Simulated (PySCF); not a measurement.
Carbonyl sulfide, COS, SMILES O=C=S, singlet at its PBE0/def2-SVP optimised geometry (Å):

```
3

O      1.3602     0.0000     0.0000
C      0.2037     0.0000     0.0000
S     -1.3602     0.0000     0.0000
```

Method: PySCF with PBE0/def2-TZVP. Cells within 0.4 Å of a nucleus heavier than hydrogen are left out (blank, or x).

Map of the deformation density (molecule minus spherical neutral atoms) (e/bohr³) on the plane z = 0.0 Å:

```
|1111111111111111111111111111111|
|1111111111111111111111111111111|
|1111111111111111111111111111111|
|1111111111111111111111111111111|
|1111111111111111111111111111111|
|1111111111111111111111111111111|
|1111111111111111111111111111111|
|1111111111111111111111111111111|
|1111111111111111111111111111111|
|1111111111111111111111111111111|
|1111111111111110000111111111111|
|1111111111111110000111111111111|
|1111111122111110001111111111111|
|1111111122112321013312211111111|
|11110001xxx1255xxx75xxx21111111|
|11110001xxx1357xxx96xxx31111111|
|11110001xxx1255xxx75xxx21111111|
|1111111122112321013312211111111|
|1111111122111110001111111111111|
|1111111111111110000111111111111|
|1111111111111110000111111111111|
|1111111111111111111111111111111|
|1111111111111111111111111111111|
|1111111111111111111111111111111|
|1111111111111111111111111111111|
|1111111111111111111111111111111|
|1111111111111111111111111111111|
|1111111111111111111111111111111|
|1111111111111111111111111111111|
|1111111111111111111111111111111|
|1111111111111111111111111111111|
```
Scale: ten equal steps from -0.022 (start of '0') to 0.143 (end of '9'), in the order '0123456789'; x runs from -3.50 to 3.50, y from -3.50 (bottom) to 3.50 (top).
